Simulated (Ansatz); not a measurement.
Geometry optimisation, Ansatz, UKS PBE0-D4/6-31G*.

Input:

```yaml
crystal:
  periodic: [false, false, false]
  atoms:
    - { symbol: B, position_ang: [0.0, 0.0, 0.0] }
    - { symbol: Cl, position_ang: [0.0, 0.0, 2.11] }
    - { symbol: O, position_ang: [1.2211, 0.0, -0.705] }
    - { symbol: H, position_ang: [1.5209, -0.9519, -0.8599] }
    - { symbol: H, position_ang: [-1.0305, 0.0, -0.595] }
    - { symbol: H, position_ang: [0.0, 0.0, 3.78] }
magnetization:
  spin_polarized: true
  initial_magnetization: 1
basis:
  gaussian: { orbitals: "6-31G*" }
hamiltonian:
  xc: pbe0
  dispersion: d4
relax:
  f_tol: 0.15
  max_steps: 25
  restrain:
    - { distance: [1, 5], at: 2.57, k: 30.0 }
    - { distance: [0, 1], at: 1.86, k: 30.0 }
```

Command:

```bash
$ ansatz run input.yaml --threads 2 --pin off --max-ram 3072MiB --backend cpu --events-out ev --progress --plain --runs-dir out
```

Problem. Where does it end, and by what steps?

Solution. It converged. The restraints hold the end off the free minimum. After 11 steps the energy has fallen by 1.838 eV (the restraints' own energy left out); H4 moved furthest, 0.61 Å.

| step | energy less start (eV) | largest force component (eV/Å) | accepted |
| --- | --- | --- | --- |
| 0 | 0.0000 | 2.431 | yes |
| 1 | -0.7929 | 2.811 | yes |
| 2 | -1.2151 | 0.556 | yes |
| 3 | -1.2259 | 1.120 | yes |
| 4 | -1.1893 | 1.350 | no |
| 5 | -1.2668 | 1.144 | yes |
| 6 | -1.3234 | 1.223 | yes |
| 7 | -1.4457 | 1.758 | yes |
| 8 | -1.7512 | 1.376 | yes |
| 9 | -1.8131 | 1.163 | yes |
| 10 | -1.8350 | 1.127 | yes |
| 11 | -1.8385 | 1.102 | yes |

```xyz
6
Properties=species:S:1:pos:R:3
B -0.074 -0.070 -0.160
Cl 0.013 -0.276 1.653
O 0.996 -0.329 -0.918
H 1.765 -0.621 -0.408
H -1.096 0.300 -0.644
H 0.108 0.045 4.208
```

Run time: 12 s on 2 threads of Intel(R) Xeon(R) 6975P-C (Granite Rapids), on a shared host, peak memory 0.17 GiB.
